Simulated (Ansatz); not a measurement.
# SiH3F (SMILES F[SiH3]) at 6 levels

Aim: a comparison of 6 runs (HF/STO-3G, BHLYP/STO-3G, BLYP/STO-3G, UB3LYP/STO-3G, MP2/STO-3G, CCSDT(Q)/STO-3G) of SiH3F. 

Program for the calculation: Ansatz 0.2.0.

57 further runs of the same task are left out: 2 that didn't finish, 55 set aside as unsound or not needed.

## 1. The system as given

The species is SiH3F (5 atoms), meant as a singlet with charge 0. SMILES: `F[SiH3]`. The H3–Si2 distance was set to 3.704 Å, away from the relaxed value. At this shape a bond of the SMILES string is far longer than usual.

Bond lengths: F1–Si2 1.600 Å, Si2–H4 1.482 Å, Si2–H5 1.482 Å. Angles: F1–Si2–H4 108.3°, F1–Si2–H5 108.3°, H4–Si2–H5 110.6°.

## 2. The energy at HF/STO-3G (run 1)

molecule.yaml

```yaml
crystal:
  periodic: [false, false, false]
  atoms:
    - {symbol: F, position_ang: [-0.657948, 0.422751, 2.977506]}
    - {symbol: Si, position_ang: [0.659952, 0.240651, 2.088806]}
    - {symbol: H, position_ang: [-0.367800, -0.192600, -1.443700]}
    - {symbol: H, position_ang: [1.385252, -0.957949, 2.571106]}
    - {symbol: H, position_ang: [1.497152, 1.453351, 2.242906]}
basis:
  gaussian:
    orbitals: STO-3G
accuracy: high
hamiltonian:
  xc: hf
```

On the command line:

```
ansatz run molecule.yaml --threads 1 --pin off --max-ram 2610MiB --events-out events.jsonl --progress --plain --runs-dir runs
```

What it wrote:

```text
Warning: RAYON_NUM_THREADS=1 ignored (pool sized by the plan → 1); use --threads N
Functional definition: HF
  name "HF"
  exchange = exact_x
  correlation = 0
284 factors; integrals over basis functions are off by at most 3.1e-8 eV
mean field evaluation 1: about -10470.3147 eV, gradient 2.1e1 eV
mean field evaluation 2: about -10470.3292 eV, gradient 2.1e1 eV
mean field evaluation 4: about -10472.9425 eV, gradient 1.1e1 eV
mean field evaluation 8: about -10476.3930 eV, gradient 6.6e0 eV
mean field evaluation 16: about -10476.7667 eV, gradient 2.7e-8 eV
mean field -10476.76673107 eV, -385.0140759594 hartree, gradient 2.7e-8 eV, S^2 0.000000; 0 other end points of the search recorded, 0 dependent functions left out
reference -10476.76673107 eV, -385.0140759594 hartree; 13, 13 occupied and 4, 4 virtual orbitals, 284 factors
Total energy: -10476.76673107 eV, -385.0140759594 hartree
```

Wall time 0.14 s (1 thread of Intel Xeon Platinum 8259CL at 2.50GHz (Skylake/Cascade Lake), shared host).

## 3. The energy at BHLYP/STO-3G (run 2)

molecule.yaml: that of step 2 with these lines changed.

```diff
@@ -11,4 +11,4 @@
     orbitals: STO-3G
+hamiltonian:
+  xc: {name: BHLYP}
 accuracy: high
-hamiltonian:
-  xc: hf
```

On the command line:

```
ansatz run molecule.yaml --threads 1 --pin off --max-ram 2610MiB --events-out events.jsonl --progress --plain --runs-dir runs
```

What it wrote:

```text
Warning: RAYON_NUM_THREADS=1 ignored (pool sized by the plan → 1); use --threads N
Functional definition: BHLYP
  name "BHLYP"
  parameter a = 0.5
  exchange = (1 - a)*b88_x + a*exact_x
  correlation = lyp_c
284 factors; integrals over basis functions are off by at most 3.1e-8 eV
mean field evaluation 1: about -10495.1969 eV, gradient 2.3e1 eV
mean field evaluation 2: about -10491.0386 eV, gradient 2.3e1 eV
mean field evaluation 4: about -10503.3167 eV, gradient 2.6e0 eV
mean field evaluation 8: about -10503.3526 eV, gradient 1.2e0 eV
mean field evaluation 16: about -10503.3619 eV, gradient 6.7e-6 eV
mean field -10503.36191338 eV, -385.9914308823 hartree, gradient 2.3e-9 eV, S^2 0.000000; 0 other end points of the search recorded, 0 dependent functions left out
reference -10503.36193237 eV, -385.9914315801 hartree; 13, 13 occupied and 4, 4 virtual orbitals, 284 factors
Total energy: -10503.36193237 eV, -385.9914315801 hartree
```

Run time: 0.89 s. Hardware: 1 thread of Intel Xeon Platinum 8259CL at 2.50GHz (Skylake/Cascade Lake), shared host; peak memory 0.11 GiB.

Run 3 isn't shown in full; the table further down has it.

## 4. The energy at UB3LYP/STO-3G (run 4)

run.yaml

```yaml
crystal:
  periodic: [false, false, false]
  atoms:
    - {symbol: F, position_ang: [-0.657948, 0.422751, 2.977506]}
    - {symbol: Si, position_ang: [0.659952, 0.240651, 2.088806]}
    - {symbol: H, position_ang: [-0.367800, -0.192600, -1.443700]}
    - {symbol: H, position_ang: [1.385252, -0.957949, 2.571106]}
    - {symbol: H, position_ang: [1.497152, 1.453351, 2.242906]}
basis:
  gaussian: {orbitals: STO-3G}
magnetization: {spin_polarized: true, initial_magnetization: 0}
hamiltonian: {xc: {name: B3LYP}}
accuracy: high
```

On the command line:

```
ansatz run run.yaml --threads 1 --pin off --max-ram 2610MiB --events-out events.jsonl --progress --plain --runs-dir runs
```

What it wrote:

```text
Warning: RAYON_NUM_THREADS=1 ignored (pool sized by the plan → 1); use --threads N
Functional definition: B3LYP
  name "B3LYP"
  parameter a0 = 0.2
  parameter ax = 0.72
  parameter ac = 0.81
  exchange = (1 - a0 - ax)*slater_x + ax*b88_x + a0*exact_x
  correlation = (1 - ac)*vwn_rpa_c + ac*lyp_c
284 factors; integrals over basis functions are off by at most 3.1e-8 eV
mean field evaluation 1: about -10496.1656 eV, gradient 1.6e1 eV
mean field evaluation 2: about -10490.6249 eV, gradient 1.9e1 eV
mean field evaluation 4: about -10499.0648 eV, gradient 1.2e1 eV
mean field evaluation 8: about -10502.6564 eV, gradient 1.3e1 eV
mean field evaluation 16: about -10506.9821 eV, gradient 1.1e0 eV
mean field evaluation 32: about -10507.0692 eV, gradient 2.2e-3 eV
mean field -10507.06920285 eV, -386.1276712575 hartree, gradient 3.0e-8 eV, S^2 0.991109; 2 other end points of the search recorded, 0 dependent functions left out
reference -10507.06923066 eV, -386.1276722795 hartree; 13, 13 occupied and 4, 4 virtual orbitals, 284 factors
Total energy: -10507.06923066 eV, -386.1276722795 hartree
```

Run time: 3.3 s. Hardware: 1 thread of Intel Xeon Platinum 8259CL at 2.50GHz (Skylake/Cascade Lake), shared host; peak memory 0.14 GiB.

Run 5 isn't shown in full; the table further down has it.

## 5. The energy at CCSDT(Q)/STO-3G (run 6)

job.yaml

```yaml
basis:
  gaussian:
    orbitals: STO-3G
crystal:
  periodic: [false, false, false]
  atoms:
    - symbol: F
      position_ang: [-0.657948, 0.422751, 2.977506]
    - symbol: Si
      position_ang: [0.659952, 0.240651, 2.088806]
    - symbol: H
      position_ang: [-0.367800, -0.192600, -1.443700]
    - symbol: H
      position_ang: [1.385252, -0.957949, 2.571106]
    - symbol: H
      position_ang: [1.497152, 1.453351, 2.242906]
correlation:
  method: ccsdt_q
  frozen_orbitals: {F: 1, H: 0, Si: 5}
accuracy: high
scf:
  omitted_lower_state_checks: [cluster_reference, increment]
```

On the command line:

```
ansatz run job.yaml --threads 1 --pin off --max-ram 2610MiB --events-out events.jsonl --progress --plain --runs-dir runs
```

What it wrote:

```text
Warning: RAYON_NUM_THREADS=1 ignored (pool sized by the plan → 1); use --threads N
Functional definition: HF
  name "HF"
  exchange = exact_x
  correlation = 0
these checks for a lower state are left out or cut short: cluster_reference, increment
284 factors; integrals over basis functions are off by at most 3.1e-8 eV
mean field evaluation 1: about -10470.3147 eV, gradient 2.1e1 eV
mean field evaluation 2: about -10470.3292 eV, gradient 2.1e1 eV
mean field evaluation 4: about -10472.9425 eV, gradient 1.1e1 eV
mean field evaluation 8: about -10476.3930 eV, gradient 6.6e0 eV
mean field evaluation 16: about -10476.7667 eV, gradient 2.7e-8 eV
mean field -10476.76673107 eV, -385.0140759594 hartree, gradient 2.7e-8 eV, S^2 0.000000; 1 other end points of the search recorded, 0 dependent functions left out; unrestricted orbitals would lower it
6 core orbitals not correlated: weight in the atoms' cores, before any rotation towards them, 1.000 or more for the frozen orbitals, at most 0.000 for the correlated occupied ones
reference -10476.76673107 eV, -385.0140759594 hartree; 7, 7 occupied and 4, 4 virtual orbitals, 284 factors
second order -5.33156710 eV of doubles, -0.00000000 eV of singles
cycle   1  -3.40991548 eV  change    -1.4e0 eV  update   1.6e-1
cycle   2  -4.42582766 eV  change    -1.0e0 eV  update   1.4e-1
cycle   3  -5.18837604 eV  change   -7.6e-1 eV  update   1.2e-1
cycle   4  -5.76419430 eV  change   -5.8e-1 eV  update   9.6e-2
cycle   5  -6.19621217 eV  change   -4.3e-1 eV  update   7.7e-2
cycle   6  -6.51782608 eV  change   -3.2e-1 eV  update   5.9e-2
cycle   7  -7.48709228 eV  change   -9.7e-1 eV  update   4.5e-2
cycle   8  -7.27019509 eV  change    2.2e-1 eV  update   7.4e-3
cycle   9  -7.31264673 eV  change   -4.2e-2 eV  update   7.8e-3
cycle  10  -7.44181271 eV  change   -1.3e-1 eV  update   5.2e-3
cycle  11  -7.40590998 eV  change    3.6e-2 eV  update   3.5e-3
cycle  12  -7.38500649 eV  change    2.1e-2 eV  update   1.0e-3
cycle  13  -7.38861129 eV  change   -3.6e-3 eV  update   5.0e-4
cycle  14  -7.39190045 eV  change   -3.3e-3 eV  update   2.4e-4
cycle  15  -7.39183547 eV  change    6.5e-5 eV  update   2.8e-5
cycle  16  -7.39187921 eV  change   -4.4e-5 eV  update   1.3e-5
cycle  17  -7.39186916 eV  change    1.0e-5 eV  update   6.1e-6
cycle  18  -7.39188016 eV  change   -1.1e-5 eV  update   2.8e-6
cycle  19  -7.39187330 eV  change    6.9e-6 eV  update   1.6e-6
cycle  20  -7.39187519 eV  change   -1.9e-6 eV  update   7.4e-7
cycle  21  -7.39187571 eV  change   -5.2e-7 eV  update   3.7e-7
cycle  22  -7.39187870 eV  change   -3.0e-6 eV  update   2.3e-7
cycle  23  -7.39187772 eV  change    9.7e-7 eV  update   1.2e-7
cycle  24  -7.39187519 eV  change    2.5e-6 eV  update   4.1e-7
cycle  25  -7.39187169 eV  change    3.5e-6 eV  update   2.6e-7
cycle  26  -7.39187078 eV  change    9.1e-7 eV  update   6.9e-8
cycle  27  -7.39187061 eV  change    1.7e-7 eV  update   2.1e-8
cycle  28  -7.39187073 eV  change   -1.2e-7 eV  update   1.1e-8
cycle  29  -7.39187072 eV  change    5.9e-9 eV  update   3.9e-9
cycle  30  -7.39187071 eV  change    1.1e-8 eV  update   1.8e-9
cycle  31  -7.39187072 eV  change   -6.3e-9 eV  update  9.5e-10
cycle  32  -7.39187072 eV  change  -5.4e-11 eV  update  3.7e-10
perturbative correction -0.03087628 eV, -0.0011346824 hartree
WARN: these amplitudes may be one of several solutions (largest doubles amplitude 0.92, level shift 13.18 eV)
Total energy: -10484.18947807 eV, -385.2868568802 hartree
Checks for a lower state left out: cluster_reference, increment
```

It took 0.34 s on 1 thread of Intel Xeon Platinum 8259CL at 2.50GHz (Skylake/Cascade Lake), shared host.

## 6. Overview of the runs

| run | level | frozen core orbitals | energy (Eh) | wall time |
| --- | --- | --- | --- | --- |
| 1 | HF/STO-3G | – | -385.014076 | 0.14 s |
| 2 | BHLYP/STO-3G | – | -385.991432 | 0.89 s |
| 3 | BLYP/STO-3G | – | -386.017715 | 1.1 s |
| 4 | UB3LYP/STO-3G | – | -386.127672 | 3.3 s |
| 5 | MP2/STO-3G | 6 | -385.210007 | 0.18 s |
| 6 | CCSDT(Q)/STO-3G | 6 | -385.286857 | 0.34 s |

## 7. Results

```
                                          quantity          value
                               run 6: total energy  -385.28686 Eh
run 6: correlation energy (6 core orbitals frozen)     -272.8 mEh
                              run 6: T1 diagnostic          0.042
```

Below the HF energy at the same shape and in the same basis (STO-3G): MP2 -195.9 mEh; CCSDT(Q) -272.8 mEh. Totals of different functionals can't be ranked against each other. In runs 5, 6 the log says that unrestricted orbitals would lower the reference, so the values rest on an unstable closed-shell determinant (other closed-shell runs at this shape may share the fault). In runs 1, 2, 3, 4, 5, 6 the basis is minimal, so the values are rough. In runs 1, 2, 3, 5 a closed-shell determinant meets a far-stretched bond, which it describes badly. Spin contamination of the reference: run 4 ⟨S²⟩ = 0.99. Where it is this large, the reference is a mixture of spin states, and values that rest on it are in doubt. All runs together took 6 s, the longest 3.3 s.
